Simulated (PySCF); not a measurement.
**Where the electron goes**

Compound: C₂HClN₂O.
SMILES with atom numbers: `[Cl:1][c:2]1[n:3][cH:4][n:5][o:6]1` (hydrogens: H7 on C4)

Geometry (GFN2-xTB, Å), atoms numbered from 1 in this order:
```
atom  x, y, z in Å
Cl1    2.5996   -0.3946    0.0350
C2     0.9559   -0.1023    0.0136
N3    -0.0023   -0.9728   -0.0773
C4    -1.1098   -0.1861   -0.0471
N5    -0.8458    1.0796    0.0548
O6     0.5094    1.1583    0.0965
H7    -2.1037   -0.5772   -0.1026
```

Level of theory: TDDFT PBE0/def2-SVPD, vertical, gas phase, core orbitals frozen in the response (PySCF).

Frontier orbitals with the atoms that hold most of them (Löwdin shares over 4%, at most four atoms; ? is withheld):

```
orbital  ε (eV)                            atoms
 LUMO+2    0.42   N3 28%, C4 28%, N5 17%, C2 10%
 LUMO+1    0.17    Cl1 64%, C2 21%, O6 5%, N5 4%
   LUMO   -1.34   C2 26%, N5 20%, O6 18%, N3 13%
   HOMO       ?                                ?
 HOMO-1   -9.14                                ?
 HOMO-2  -10.17  N3 31%, Cl1 23%, N5 15%, O6 14%
 HOMO-3  -10.40    N3 31%, O6 28%, C4 22%, C2 8%
```

(1) Which atoms hold the HOMO-1, and with what shares?

(2) Which atoms hold the HOMO, and with what shares?

(3) What is the HOMO energy, and the HOMO–LUMO gap?

Answers

(1) N3 (bonded to 2 C) 38%; N5 (bonded to C and O) 36%; C4 (bonded to 2 N and H) 8%; Cl1 (bonded to C) 6%. By element: nitrogen 74%, carbon 8% or more, chlorine 6%.

(2) N5 (bonded to C and O) 30%; Cl1 (bonded to C) 24%; C2 (bonded to Cl, N and O) 13%; N3 (bonded to 2 C) 13%. By element: nitrogen 43%, chlorine 24%, carbon 13% or more.

(3) ε(HOMO) = -8.62 eV; the gap is 7.28 eV (0.2676 hartree).

**Question.** The HOMO–LUMO gap is 7.28 eV. Where does the response calculation put the lowest singlet, and from which orbitals?

**Answer.** S1 is at 5.95 eV (f = 0.0051), 1.34 eV below the gap, made of HOMO-1→LUMO (99%). Its leading pair isn't HOMO and LUMO; the energies of that pair differ by 7.80 eV. Without the coupling terms of the response equations the lowest excitation would equal the gap.

**Question.** One configuration dominates each of S1, S2, S3 and S4. Which, and how do the shares of the two leading atoms of either orbital change from the occupied to the empty one?

**Answer.** 
- S1 (5.95 eV, f 0.0051), HOMO-1→LUMO (99%): N3 38% → 13%, N5 36% → 20%, C2 at most 7% → 26%
- S2 (6.60 eV, f 0.215), HOMO→LUMO (95%): N5 30% → 20%, Cl1 24% → at most 13%, C2 13% → 26%
- S3 (7.05 eV, f 0.0005), HOMO-2→LUMO (94%): N3 31% → 13%, Cl1 23% → at most 13%, C2 at most 14% → 26%, N5 15% → 20%
- S4 (7.34 eV, f 0.0004), HOMO→LUMO+1 (95%): N5 30% → 4%, Cl1 24% → 64%, C2 13% → 21%
